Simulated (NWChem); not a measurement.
Species: hydrogen sulfide (H₂S); SMILES S

Computed with NWChem. All runs use the structure optimised with PBE0/def2-SVP. Ions are spin-unrestricted doublets at the neutral geometry; other ion states weren't tried.

### Question
Estimate the computed values for PBE/def2-SVP. Quantities: vertical ionisation energy, ΔSCF (eV); −ε(HOMO) (eV).

### Answer
The vertical ionisation energy, ΔSCF (eV) is 10.26 and the −ε(HOMO) (eV) comes out as 5.85.
